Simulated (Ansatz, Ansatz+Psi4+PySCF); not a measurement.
```xyz
4

B     0.0078    0.0033    0.0053
H     1.2005    0.0045   -0.0065
H    -0.6064    1.0543   -0.0012
H    -0.5949   -1.0489    0.0038
```

Basis set: cc-pVTZ (spherical functions). Frozen core: 1 orbital. Charge 0, multiplicity 1.

Computed with Ansatz (development build ahead of 0.2.0); each method stands on the lowest determinant of its kind that the runs found. Restricted open shells among the atoms or ions are ROHF, correlated in semicanonical orbitals with singles.

Q: Give the atomization energy at this shape (free ground-state atoms in the same class of orbitals less the molecule, no zero-point energy) of singlet BH₃ by RHF-MP2, RHF.

A:

```tsv
method	atomization energy
RHF-MP2	11.89 eV
RHF	10.12 eV
```
